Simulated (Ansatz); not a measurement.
# doublet C2H5O at 3 levels

We compute a comparison of 3 runs (UBLYP/def2-SVPD, UCCSD/def2-SVPD, UCCSD(T)/def2-SVPD) of doublet C2H5O. 

Program for the calculation: Ansatz 0.2.0.

## Step 1: The structure to begin with

The species is C2H5O (8 atoms), meant as a doublet with charge 0. As SMILES of the parent species, `CC[O-]`. The shape is that of a PBE0-D4/def2-TZVPD optimisation. That shape belongs to the parent species and isn't relaxed for this state.

Bond lengths: C1–C2 1.548 Å, C2–O3 1.325 Å, C1–H4 1.103 Å, C1–H5 1.097 Å, C1–H6 1.097 Å, C2–H7 1.138 Å, C2–H8 1.138 Å. Some angles: C1–C2–O3 114.4°, C1–C2–H7 104.5°, C1–C2–H8 104.5°, O3–C2–H7 114.8°, O3–C2–H8 114.8°, C2–C1–H4 112.2°, C2–C1–H5 109.5°, C2–C1–H6 109.5°, H7–C2–H8 102.5°, H4–C1–H5 108.9°.

## Step 2: A single-point energy at UBLYP/def2-SVPD (run 1)

molecule.yaml reads:

```yaml
crystal:
  periodic: [false, false, false]
  atoms:
    - symbol: C
      position_ang: [-0.440680, 0.576090, -0.258010]
    - symbol: C
      position_ang: [0.455590, -0.573780, 0.261950]
    - symbol: O
      position_ang: [1.696460, -0.210870, 0.553250]
    - symbol: H
      position_ang: [-1.463760, 0.234370, -0.488810]
    - symbol: H
      position_ang: [0.003400, 1.006710, -1.163790]
    - symbol: H
      position_ang: [-0.492690, 1.370710, 0.496300]
    - symbol: H
      position_ang: [0.369470, -1.383990, -0.532330]
    - symbol: H
      position_ang: [-0.127780, -1.019260, 1.131420]
basis:
  gaussian: {orbitals: def2-SVPD}
hamiltonian: {xc: {name: BLYP}}
accuracy: high
output: {orbitals: {seedname: orbitals}}
magnetization: {spin_polarized: true, initial_magnetization: 1}
```

On the command line:

```
$ ansatz run molecule.yaml --threads 1 --pin off --max-ram 3480MiB --events-out events.jsonl --progress --plain --runs-dir runs
```

Output:

```text
Warning: RAYON_NUM_THREADS=1 ignored (pool sized by the plan → 1); use --threads N
Functional definition: BLYP
  name "BLYP"
  parameter beta = 0.0042
  parameter a = 0.04918
  parameter b = 0.132
  parameter c = 0.2533
  parameter d = 0.349
  exchange = b88_x(beta = beta)
  correlation = lyp_c(a = a, b = b, c = c, d = d)
2103 factors; integrals over basis functions are off by at most 3.2e-9 eV
mean field evaluation 1: about -4188.0938 eV, gradient 4.0e1 eV
mean field evaluation 2: about -4171.4984 eV, gradient 6.9e1 eV
mean field evaluation 4: about -4195.3736 eV, gradient 1.2e1 eV
mean field evaluation 8: about -4196.0041 eV, gradient 2.7e-1 eV
mean field evaluation 16: about -4196.0044 eV, gradient 1.0e-4 eV
mean field evaluation 32: about -4195.7588 eV, gradient 6.1e0 eV
mean field -4196.00442950 eV, -154.2003186302 hartree, gradient 8.9e-8 eV, S^2 0.753090; 3 other end points of the search recorded, 0 dependent functions left out
reference -4196.00448114 eV, -154.2003205278 hartree; 13, 12 occupied and 90, 91 virtual orbitals, 2103 factors
Total energy: -4196.00448114 eV, -154.2003205278 hartree
```

It took 21 s on 1 thread of Arm Neoverse V2, shared host; peak memory 0.32 GiB.

## Step 3: A single-point energy at UCCSD/def2-SVPD (run 2)

run.yaml reads:

```yaml
crystal:
  periodic: [false, false, false]
  atoms:
    - {symbol: C, position_ang: [-0.440680, 0.576090, -0.258010]}
    - {symbol: C, position_ang: [0.455590, -0.573780, 0.261950]}
    - {symbol: O, position_ang: [1.696460, -0.210870, 0.553250]}
    - {symbol: H, position_ang: [-1.463760, 0.234370, -0.488810]}
    - {symbol: H, position_ang: [0.003400, 1.006710, -1.163790]}
    - {symbol: H, position_ang: [-0.492690, 1.370710, 0.496300]}
    - {symbol: H, position_ang: [0.369470, -1.383990, -0.532330]}
    - {symbol: H, position_ang: [-0.127780, -1.019260, 1.131420]}
basis:
  gaussian:
    orbitals: def2-SVPD
magnetization:
  spin_polarized: true
  initial_magnetization: 1
correlation:
  method: ccsd
  frozen_orbitals: {C: 1, H: 0, O: 1}
accuracy: high
scf:
  omitted_lower_state_checks: [cluster_reference, increment]
```

On the command line:

```
$ ansatz run run.yaml --threads 1 --pin off --max-ram 3480MiB --events-out events.jsonl --progress --plain --runs-dir runs
```

Output (excerpt; [...] marks lines left out):

```text
Warning: RAYON_NUM_THREADS=1 ignored (pool sized by the plan → 1); use --threads N
Functional definition: HF
  name "HF"
[...]
2103 factors; integrals over basis functions are off by at most 3.2e-9 eV
[...]
mean field -4172.69980210 eV, -153.3438893696 hartree, gradient 7.3e-8 eV, S^2 0.761989; 4 other end points of the search recorded, 0 dependent functions left out
3 core orbitals not correlated: weight in the atoms' cores, before any rotation towards them, 1.000 or more for the frozen orbitals, at most 0.000 for the correlated occupied ones
reference -4172.69980210 eV, -153.3438893696 hartree; 10, 9 occupied and 90, 91 virtual orbitals, 2103 factors
second order -12.25129060 eV of doubles, -0.00000000 eV of singles
cycle   1  -13.01264720 eV  change   -7.6e-1 eV  update   8.2e-2
[...]
cycle  33  -13.47935961 eV  change    1.1e-9 eV  update   1.1e-9
Total energy: -4186.17916171 eV, -153.8392466988 hartree
Checks for a lower state left out: cluster_reference, increment
```

Wall time 79 s (1 thread of Arm Neoverse V2, shared host); peak memory 1.7 GiB.

## Step 4: A single-point energy at UCCSD(T)/def2-SVPD (run 3)

in.yaml reads:

```yaml
crystal:
  periodic: [false, false, false]
  atoms:
    - {symbol: C, position_ang: [-0.440680, 0.576090, -0.258010]}
    - {symbol: C, position_ang: [0.455590, -0.573780, 0.261950]}
    - {symbol: O, position_ang: [1.696460, -0.210870, 0.553250]}
    - {symbol: H, position_ang: [-1.463760, 0.234370, -0.488810]}
    - {symbol: H, position_ang: [0.003400, 1.006710, -1.163790]}
    - {symbol: H, position_ang: [-0.492690, 1.370710, 0.496300]}
    - {symbol: H, position_ang: [0.369470, -1.383990, -0.532330]}
    - {symbol: H, position_ang: [-0.127780, -1.019260, 1.131420]}
basis:
  gaussian: {orbitals: def2-SVPD}
magnetization: {spin_polarized: true, initial_magnetization: 1}
correlation: {method: ccsd_t, frozen_orbitals: {C: 1, H: 0, O: 1}}
accuracy: high
scf: {omitted_lower_state_checks: [cluster_reference, increment]}
```

On the command line:

```
$ ansatz run in.yaml --threads 1 --pin off --max-ram 3480MiB --events-out events.jsonl --progress --plain --runs-dir runs
```

Output (excerpt; [...] marks lines left out):

```text
Warning: RAYON_NUM_THREADS=1 ignored (pool sized by the plan → 1); use --threads N
[... 2 set-up lines as earlier in the session ...]
[...]
2103 factors; integrals over basis functions are off by at most 3.2e-9 eV
[...]
mean field -4172.69980210 eV, -153.3438893696 hartree, gradient 7.3e-8 eV, S^2 0.761989; 4 other end points of the search recorded, 0 dependent functions left out
3 core orbitals not correlated: weight in the atoms' cores, before any rotation towards them, 1.000 or more for the frozen orbitals, at most 0.000 for the correlated occupied ones
reference -4172.69980210 eV, -153.3438893696 hartree; 10, 9 occupied and 90, 91 virtual orbitals, 2103 factors
second order -12.25129060 eV of doubles, -0.00000000 eV of singles
cycle   1  -13.01264720 eV  change   -7.6e-1 eV  update   8.2e-2
[...]
cycle  33  -13.47935961 eV  change    1.1e-9 eV  update   1.1e-9
perturbative correction -0.39489397 eV, -0.0145120856 hartree
Total energy: -4186.57405568 eV, -153.8537587844 hartree
Checks for a lower state left out: cluster_reference, increment
```

Run time: 1.7 min. Hardware: 1 thread of Arm Neoverse V2, shared host; peak memory 1.7 GiB.

## Step 5: All runs side by side

| run | level | frozen core orbitals | energy (Eh) | ⟨S²⟩ | wall time |
| --- | --- | --- | --- | --- | --- |
| 1 | UBLYP/def2-SVPD | – | -154.200321 | 0.753 | 21 s |
| 2 | UCCSD/def2-SVPD | 3 | -153.839247 | 0.762 | 79 s |
| 3 | UCCSD(T)/def2-SVPD | 3 | -153.853759 | 0.762 | 1.7 min |

## Step 6: Summary of results

| quantity | value |
| --- | --- |
| run 3: total energy | -153.85376 Eh |
| run 3: correlation energy (3 core orbitals frozen) | -509.9 mEh |
| run 3: (T) correction | -14.51 mEh |
| run 3: ⟨S²⟩ of the reference determinant | 0.762 |
| run 3: T1 diagnostic | 0.020 |

All runs together took 3.4 min, the longest 1.7 min.
